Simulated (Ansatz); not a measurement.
The input, for Ansatz 0.2.0:

```yaml
crystal:
  periodic: [false, false, false]
  atoms:
    - {symbol: Ga, position_ang: [0.000000, 0.000000, -2.794000]}
    - {symbol: Al, position_ang: [0.000000, 0.000000, -0.481200]}
    - {symbol: O, position_ang: [0.000000, 0.000000, 1.164800]}
    - {symbol: H, position_ang: [0.000000, 0.000000, 2.110400]}
basis:
  gaussian: {orbitals: aug-cc-pVTZ}
magnetization: {spin_polarized: false, initial_magnetization: 3}
correlation: {method: fci, electrons: all}
scf: {lower_state_search: off}
```

```sh
$ ansatz run in.yaml --threads 1 --pin off --events-out ev --progress --plain --max-ram 2393MiB
```

(1) One thing in this input was set wrong on purpose, beside settings that are merely unusual. What is the gravest fault, and what does the program do?

## Answers

(1) Too large for memory. How the run ends: out of memory.
```
these checks for a lower state are left out or cut short: stability, starts, cluster_reference, orbital_swaps, neighbouring_geometries, increment
1978 factors; integrals over basis functions are off by at most 2.6e-7 eV
mean field evaluation 1: about -60968.0810 eV, gradient 4.1e1 eV
mean field evaluation 2: about -60968.0916 eV, gradient 4.1e1 eV
mean field evaluation 4: about -60971.9669 eV, gradient 2.6e0 eV
mean field evaluation 8: about -60972.0563 eV, gradient 5.3e-1 eV
mean field evaluation 16: about -60972.0787 eV, gradient 9.6e-7 eV
mean field -60972.07874145 eV, -2240.6825653888 hartree, gradient 9.7e-7 eV, S^2 3.750000; 0 other end points of the search recorded, 0 dependent functions left out
reference -60972.07874145 eV, -2240.6825653888 hartree; 28, 25 occupied and 150, 153 virtual orbitals, 1978 factors
Error: with its integrals the run needs 2.81 GiB of memory, and 2.33 GiB are given
refused for memory
```
